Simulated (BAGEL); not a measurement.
**CASPT2(17,12)/6-31G(d) (density fitting with cc-pvqz-jkfit, spherical functions) run of NO2 (nitrogen dioxide)**

What is the energy change on altering one bond length of NO2 (nitrogen dioxide) at CASPT2(17,12)/6-31G* (density fitting with cc-pvqz-jkfit, spherical functions)? 

The results are computed with BAGEL 1.2.2.

## Step 1: The structure to begin with

The species is NO2 (3 atoms), meant as a doublet with charge 0. SMILES: `[O]N=O`. Geometry: relaxed at GFN2-xTB.

Bond lengths: O1–N2 1.181 Å, N2–O3 1.181 Å. Angles: O1–N2–O3 137.9°.

## Step 2: The energy at CASPT2(17,12)/6-31G(d) (density fitting with cc-pvqz-jkfit, spherical functions)

File job.json:

```json
{ "bagel" : [

{
  "title" : "molecule",
  "basis" : "6-31gs.json",
  "df_basis" : "cc-pvqz-jkfit",
  "angstrom" : "true",
  "geometry" : [
    { "atom" : "O", "xyz" : [       0.201690,      -1.092400,      -0.004860 ] },
    { "atom" : "N", "xyz" : [      -0.247880,      -0.008390,      -0.136210 ] },
    { "atom" : "O", "xyz" : [       0.046180,       1.100790,       0.141070 ] }
  ]
},

{ "title" : "hf", "charge" : 1 },

{ "title" : "casscf", "nstate" : 1, "nact" : 12, "nclosed" : 3, "nspin" : 1, "maxiter" : 200, "natocc" : "true" },

{ "title" : "print", "file" : "orbitals.molden", "orbitals" : "true" },

{ "title" : "smith", "method" : "caspt2", "ms" : "true", "xms" : "true", "sssr" : "true", "shift" : 0.0, "ncore" : 3 }

]}
```

The basis set 6-31G* is read from a file made from the Basis Set Exchange's data (not shown).

Run with:

```console
$ BAGEL_NUM_THREADS=1 BAGEL job.json > job.out
```

The log of the run:

```text
* using 1 threads per process

  ===============================================================
  ===============================================================

  *** Geometry ***

  { "atom" : "O", "xyz" : [      0.381139,     -2.064337,     -0.009184 ] },
  { "atom" : "N", "xyz" : [     -0.468425,     -0.015855,     -0.257400 ] },
  { "atom" : "O", "xyz" : [      0.087268,      2.080192,      0.266584 ] },

  Number of auxiliary basis functions:      318

  Since a DF basis is specified, we compute 2- and 3-index integrals:
    o Being stored without compression. Storage requirement is 0.004 GB

  Number of basis functions:       42
  Number of electrons      :       23

    * METHOD: MOLECULE                             0.06

  *** RHF ***

  === Nuclear Repulsion ===
    65.5670012359

      * DIIS with orbital gradients will be used.

  === RHF iteration (6-31gs.json) ===
      0       -203.42904194          0.04329229           0.01
      1       -203.44969507          0.04028274           0.01
      2       -203.59022389          0.00310016           0.01
      3       -203.59150296          0.00073145           0.01
      4       -203.59163506          0.00020945           0.01
      5       -203.59165289          0.00009813           0.01
      6       -203.59165582          0.00008720           0.01
      7       -203.59165700          0.00002388           0.01
      8       -203.59165713          0.00001398           0.01
      9       -203.59165715          0.00000314           0.01
     10       -203.59165715          0.00000093           0.01
     11       -203.59165715          0.00000041           0.01
     12       -203.59165715          0.00000029           0.01
     13       -203.59165715          0.00000026           0.01
     14       -203.59165715          0.00000020           0.01
     15       -203.59165715          0.00000013           0.01
     16       -203.59165715          0.00000010           0.01
     17       -203.59165715          0.00000004           0.01
     18       -203.59165715          0.00000002           0.01
     19       -203.59165715          0.00000001           0.01
     20       -203.59165715          0.00000000           0.01
    * SCF iteration converged.

    * Permanent dipole moment:
           (    0.283568,     0.008994,     0.155759) a.u.

    * METHOD: HF                                   0.19

  ---------------------------
      CASSCF calculation
  ---------------------------

    * nstate   :      1
    * nclosed  :      3
    * nact     :     12
    * nvirt    :     27
  === CASSCF iteration (6-31gs.json) ===

    * Using the second-order algorithm

      0  0      -204.12514649     3.32e-02      3.76

      1  0      -204.19108292     3.84e-03      3.85

      2  0      -204.20700970     1.26e-03      3.83

      3  0      -204.20895603     5.06e-04      4.09

      4  0      -204.20919395     1.93e-04      4.31

      5  0      -204.20922570     7.44e-05      4.52

      6  0      -204.20923006     2.88e-05      4.10

      7  0      -204.20923067     1.11e-05      4.16

      8  0      -204.20923075     4.27e-06      4.30

      9  0      -204.20923076     1.63e-06      4.36

     10  0      -204.20923076     6.18e-07      4.45

     11  0      -204.20923076     2.34e-07      4.40

     12  0      -204.20923076     8.82e-08      4.42

     13  0      -204.20923076     3.32e-08      4.42

     14  0      -204.20923076     1.25e-08      4.35

     15  0      -204.20923076     4.68e-09      4.39

    * Second-order optimization converged. *

     guess   0:   closed 11111111....         open ........1...

  === FCI iteration ===

      0  0      -204.01158186     2.03e-03      0.16
      1  0      -204.17555182     9.62e-04      0.16
      2  0      -204.20343026     4.18e-04      0.16
      3  0      -204.20822056     1.78e-04      0.16
      4  0      -204.20904185     7.31e-05      0.16
      5  0      -204.20919306     3.07e-05      0.16
      6  0      -204.20922322     1.42e-05      0.16
      7  0      -204.20922880     7.13e-06      0.17
      8  0      -204.20923025     3.43e-06      0.17
      9  0      -204.20923062     1.92e-06      0.16
     10  0      -204.20923073     9.69e-07      0.16
     11  0      -204.20923076     4.27e-07      0.16
     12  0      -204.20923076     1.85e-07      0.16
     13  0      -204.20923076     8.50e-08      0.16
     14  0      -204.20923076     3.87e-08      0.16
     15  0      -204.20923076     1.87e-08      0.16
     16  0      -204.20923076     9.25e-09      0.16
     17  0      -204.20923076     4.25e-09      0.16
     18  0      -204.20923076     1.98e-09      0.16
     19  0      -204.20923076     9.38e-10      0.16
    ** throwing out 1 trial vectors **
     20  0      -204.20923076     4.08e-10      0.16
    ** throwing out 1 trial vectors **
     21  0      -204.20923076     1.83e-10      0.16
    ** throwing out 1 trial vectors **
     22  0      -204.20923076     1.07e-10      0.16
    ** throwing out 1 trial vectors **
     23  0 *    -204.20923076     8.13e-11      0.15

     * ci vector, state   0, <S^2> = 0.7500
       22222222a...    -0.9475001251
       2222222.a2..    -0.1236683577
       222222ab2a..     0.1054742559
       222222aa2b..     0.0874533045
       22222.22a2..    -0.0738236132
       22a22b222a..     0.0585647687

    * METHOD: CASSCF                              71.89

    * METHOD: PRINT                                0.01

  === SMITH program ===

    * freezing 3 orbitals

    * Approximate memory requirement for SMITH calulation per MPI process:
      o Storage requirement for T-amplitude, lambda, and residual is 0.00 GB
      o Storage requirement for MO integrals is 0.00 GB
    * Calculating and saving rdm4f

    * Third and Fock-weighted fourth order RDM ( 1, 1) evaluation
      will be done with 2 passes

    * Zeroth order energy : state  0      -14.7131646200

    * CASPT2 iteration is performed using redundant basis

      ---- iteration ----

        0    -0.33600898     0.00879119      1.03
        1    -0.33702692     0.00046064      1.01
        2    -0.33703238     0.00003195      1.02
        3    -0.33703240     0.00000225      1.04
        4    -0.33703240     0.00000021      1.04

      -------------------

    * CASPT2 energy : state  0     -204.5462631663
        reference weight              0.9182214962

    * METHOD: SMITH                               74.24

  ===============================================================
```

Wall time 2.4 min (1 thread of Arm Neoverse V1, shared host); peak memory 13 GiB.

## Step 3: The distorted shape at the same level

File job.json:

```json
{ "bagel": [

{
  "title": "molecule",
  "basis": "6-31gs.json",
  "df_basis": "cc-pvqz-jkfit",
  "angstrom": true,
  "geometry": [
    { "atom": "O", "xyz": [    0.113467,   -1.425172,   -0.088049 ] },
    { "atom": "N", "xyz": [   -0.336103,   -0.341162,   -0.219399 ] },
    { "atom": "O", "xyz": [    0.046180,    1.100790,    0.141070 ] }
  ]
},
{ "title": "hf", "charge": 1 },
{ "title": "casscf", "nstate": 1, "nact": 12, "nclosed": 3, "nspin": 1, "maxiter": 200, "natocc": true },
{ "title": "print", "file": "orbitals.molden", "orbitals": true },
{ "title": "smith", "method": "caspt2", "ms": true, "xms": true, "sssr": true, "shift": 0.0, "ncore": 3 }

]}
```

The basis set 6-31G* is read from a file made from the Basis Set Exchange's data (not shown).

Run with:

```console
$ BAGEL_NUM_THREADS=1 BAGEL job.json > job.out
```

The log of the run:

```text
* using 1 threads per process

  ===============================================================
  ===============================================================

  *** Geometry ***

  { "atom" : "O", "xyz" : [      0.214422,     -2.693185,     -0.166388 ] },
  { "atom" : "N", "xyz" : [     -0.635143,     -0.644703,     -0.414604 ] },
  { "atom" : "O", "xyz" : [      0.087268,      2.080192,      0.266584 ] },

  Number of auxiliary basis functions:      318

  Since a DF basis is specified, we compute 2- and 3-index integrals:
    o Being stored without compression. Storage requirement is 0.004 GB

  Number of basis functions:       42
  Number of electrons      :       23

    * METHOD: MOLECULE                             0.07

  *** RHF ***

  === Nuclear Repulsion ===
    57.7525337780

      * DIIS with orbital gradients will be used.

  === RHF iteration (6-31gs.json) ===
      0       -203.21557296          0.04878272           0.01
      1       -202.93815731          0.06889742           0.01
      2       -203.46476572          0.01277083           0.01
      3       -203.48375801          0.00672016           0.01
      4       -203.49474969          0.00266106           0.01
      5       -203.49787736          0.00103047           0.01
      6       -203.49859447          0.00058829           0.01
      7       -203.49886685          0.00045124           0.01
      8       -203.49910838          0.00036464           0.01
      9       -203.49940094          0.00028829           0.01
     10       -203.49957195          0.00020107           0.01
     11       -203.49967264          0.00010877           0.01
     12       -203.49968796          0.00005186           0.01
     13       -203.49969172          0.00002636           0.01
     14       -203.49969218          0.00001639           0.01
     15       -203.49969243          0.00000835           0.01
     16       -203.49969247          0.00000540           0.01
     17       -203.49969252          0.00000329           0.01
     18       -203.49969253          0.00000172           0.01
     19       -203.49969253          0.00000127           0.01
     20       -203.49969254          0.00000061           0.01
     21       -203.49969254          0.00000030           0.01
     22       -203.49969254          0.00000014           0.01
     23       -203.49969254          0.00000010           0.01
     24       -203.49969254          0.00000006           0.01
     25       -203.49969254          0.00000003           0.01
     26       -203.49969254          0.00000002           0.01
     27       -203.49969254          0.00000001           0.01
    * SCF iteration converged.

    * Permanent dipole moment:
           (    0.154744,     0.426411,     0.129361) a.u.

    * METHOD: HF                                   0.27

  ---------------------------
      CASSCF calculation
  ---------------------------

    * nstate   :      1
    * nclosed  :      3
    * nact     :     12
    * nvirt    :     27
  === CASSCF iteration (6-31gs.json) ===

    * Using the second-order algorithm

      0  0      -204.09757710     2.92e-02      5.71

      1  0      -204.15498172     2.97e-03      5.67

      2  0      -204.16308351     8.99e-04      5.60

      3  0      -204.16371274     2.97e-04      5.57

      4  0      -204.16376753     9.61e-05      5.65

      5  0      -204.16377235     3.08e-05      5.99

      6  0      -204.16377277     9.94e-06      5.81

      7  0      -204.16377281     3.25e-06      5.88

      8  0      -204.16377281     1.07e-06      6.11

      9  0      -204.16377281     3.60e-07      6.15

     10  0      -204.16377281     1.22e-07      6.07

     11  0      -204.16377281     4.13e-08      5.92

     12  0      -204.16377281     1.41e-08      5.85

     13  0      -204.16377281     4.85e-09      5.80

    * Second-order optimization converged. *

     guess   0:   closed 11111111....         open ........1...

  === FCI iteration ===

      0  0      -203.91245856     2.08e-03      0.16
      1  0      -204.10186589     1.15e-03      0.16
      2  0      -204.14820636     5.70e-04      0.16
      3  0      -204.15991842     2.73e-04      0.16
      4  0      -204.16235771     1.49e-04      0.16
      5  0      -204.16315661     8.93e-05      0.17
      6  0      -204.16350539     6.63e-05      0.17
      7  0      -204.16366443     4.25e-05      0.17
      8  0      -204.16373427     2.34e-05      0.16
      9  0      -204.16375675     1.36e-05      0.17
     10  0      -204.16376419     8.97e-06      0.17
     11  0      -204.16376774     6.46e-06      0.16
     12  0      -204.16377005     5.30e-06      0.16
     13  0      -204.16377148     4.19e-06      0.17
     14  0      -204.16377227     2.95e-06      0.17
     15  0      -204.16377262     1.85e-06      0.16
     16  0      -204.16377275     1.08e-06      0.16
     17  0      -204.16377280     5.81e-07      0.17
     18  0      -204.16377281     3.25e-07      0.17
     19  0      -204.16377281     1.76e-07      0.17
    ** throwing out 1 trial vectors **
     20  0      -204.16377281     9.38e-08      0.17
    ** throwing out 1 trial vectors **
     21  0      -204.16377281     5.03e-08      0.17
    ** throwing out 1 trial vectors **
     22  0      -204.16377281     2.78e-08      0.16
    ** throwing out 1 trial vectors **
     23  0      -204.16377281     1.69e-08      0.17
    ** throwing out 1 trial vectors **
     24  0      -204.16377281     1.10e-08      0.17
    ** throwing out 1 trial vectors **
     25  0      -204.16377281     6.16e-09      0.17
    ** throwing out 1 trial vectors **
     26  0      -204.16377281     3.46e-09      0.17
    ** throwing out 1 trial vectors **
     27  0      -204.16377281     1.84e-09      0.17
    ** throwing out 1 trial vectors **
     28  0      -204.16377281     9.81e-10      0.17
    ** throwing out 1 trial vectors **
     29  0      -204.16377281     5.10e-10      0.17
    ** throwing out 1 trial vectors **
     30  0      -204.16377281     2.69e-10      0.17
    ** throwing out 1 trial vectors **
     31  0      -204.16377281     1.60e-10      0.16
    ** throwing out 1 trial vectors **
     32  0 *    -204.16377281     8.64e-11      0.16

     * ci vector, state   0, <S^2> = 0.7500
       22222222a...    -0.9130974386
       2222222.a2..    -0.1081452416
       222222ab2a..    -0.0984377634
       22222.22a2..    -0.0965978949
       222222aa2b..    -0.0867269422
       222222.2a.2.    -0.0754602699
       222222.22.a.     0.0704545029
       222222baaba.     0.0687452610
       2222a22b2a..    -0.0637433383
       222222abaab.     0.0545541178
       222222bbaaa.    -0.0538595265
       2222222a.ba.    -0.0537247519
       222222aaabb.    -0.0520023758
       2222a2a22.b.     0.0511188471
       2222a22a2b..    -0.0504532745

    * METHOD: CASSCF                              87.58

    * METHOD: PRINT                                0.01

  === SMITH program ===

    * freezing 3 orbitals

    * Approximate memory requirement for SMITH calulation per MPI process:
      o Storage requirement for T-amplitude, lambda, and residual is 0.00 GB
      o Storage requirement for MO integrals is 0.00 GB
    * Calculating and saving rdm4f

    * Third and Fock-weighted fourth order RDM ( 1, 1) evaluation
      will be done with 2 passes

    * Zeroth order energy : state  0      -13.8595235722

    * CASPT2 iteration is performed using redundant basis

      ---- iteration ----

        0    -0.33613540     0.00865380      1.01
        1    -0.33706102     0.00042963      1.00
        2    -0.33706555     0.00003053      0.98
        3    -0.33706557     0.00000222      0.98
        4    -0.33706557     0.00000021      0.99

      -------------------

    * CASPT2 energy : state  0     -204.5008383852
        reference weight              0.9136736055

    * METHOD: SMITH                               75.44

  ===============================================================
```

Run time: 2.7 min. Hardware: 1 thread of Arm Neoverse V1, shared host; peak memory 13 GiB.

## Step 4: Outcome

Level: CASPT2(17,12)/6-31G* (density fitting with cc-pvqz-jkfit, spherical functions), 3 core orbitals frozen.

```
                                                         quantity          value
                                        first shape: total energy  -204.54626 Eh
                                    distorted shape: total energy  -204.50084 Eh
energy change with the N2–O3 bond stretched from 1.181 to 1.535 Å       1.236 eV
```

In words: With the N2–O3 bond stretched from 1.181 to 1.535 Å the energy rises by 1.24 eV (29 kcal/mol). The first shape isn't relaxed at this level, so the change isn't measured from a minimum.
